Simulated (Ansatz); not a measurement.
Reaction: C3H7Cl (2-chloropropane, SMILES ClC(C)C) → C3H7 (SMILES C[CH]C, doublet) + Cl (doublet) (the C-Cl bond breaks)
Each species at its own B3LYP-D3(BJ)/def2-TZVP minimum (Ansatz, a program for electronic structure).

Quantity: bond dissociation energy (electronic), in kJ/mol. UHF or UKS for unpaired electrons; spin-orbit terms are left out. CBS(X,Y): correlation extrapolated as X^-3, Hartree-Fock from the larger set. A bracket is a step between two methods taken in the basis named. The functionals are non-relativistic, so their misses hold any scalar relativity. Double hybrids freeze cores in their MP2 part. 'core' is core correlation in cc-pwCVTZ (1s frozen past Ne), 'X2C' scalar relativity in cc-pVTZ-DK, both at CCSD(T).

CCSD(T)/CBS(cc-pV(T+d)Z,cc-pV(Q+d)Z) + [CCSDT(Q) - CCSD(T)]/cc-pV(D+d)Z + core + X2C (Ansatz) gives 373.0 kJ/mol.

**Question.** What does PBE/def2-TZVPD (Ansatz) give here, and how do the other levels compare?

**Answer.** PBE gives 363.5 kJ/mol, 9.5 kJ/mol below it. Differences of the others: B3LYP/def2-TZVPD (Ansatz) -37.7; wB97M-V/def2-TZVPD (Ansatz) -1.8; B2PLYP/def2-TZVPD (Ansatz) -21.7; CCSD(T)/CBS(cc-pV(T+d)Z,cc-pV(Q+d)Z) + core + X2C (Ansatz) -0.1 kJ/mol. Nearer than PBE: wB97M-V/def2-TZVPD, CCSD(T)/CBS(cc-pV(T+d)Z,cc-pV(Q+d)Z) + core + X2C.
